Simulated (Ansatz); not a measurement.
C4H7N can be A, `CC(C)C#N`, or B, `C=C=CCN`.

Isolated molecules relaxed with PBE0-D4/def2-TZVP in Ansatz; ΔE leaves out vibrations. CBS: MP2 limit from def2 TZ/QZ plus the TZ coupled-cluster correction, frozen cores. Functionals use def2-TZVPP. Each species was taken in one conformer, which may not be the lowest.

Which is lower in electronic energy at CCSD(T)/CBS, and by how much? (Best estimate.)

Computed: A, by 167.6 kJ/mol.

Give E(B) − E(A) in kJ/mol with MP2/def2-TZVPP, CCSD(T)/def2-SVP, r2SCAN-D4, HF/def2-TZVPP, LDA (SPW92), ωB97M-V, CCSD(T)/def2-TZVPP. (An estimate is asked.)

Computed: MP2/def2-TZVPP 190.6, CCSD(T)/def2-SVP 193.6, r2SCAN-D4 153.0, HF/def2-TZVPP 180.1, LDA (SPW92) 127.1, ωB97M-V 162.4, CCSD(T)/def2-TZVPP 176.3. None reverses the order clearly.

Does the order hold for the free energy at 298.15 K (harmonic terms from PBE0-D4)? (Best estimate.)

Computed: Yes: G(B) − G(A) = +165.5 kJ/mol, for one conformer each.

Largest T1 diagnostic: 0.011.

From BLYP to BHLYP (50 % exact exchange), in def2-TZVPP and without D4, E(B) − E(A) moves by +14.6 kJ/mol. Leaving LDA and LC-ωPBE aside and taking each functional with its dispersion term where it has one, the values, not all of them listed here, spread over 28.0 kJ/mol, from PBE-D4 to PBE-QIDH. LDA lies −15.3 kJ/mol from PBE without D4.
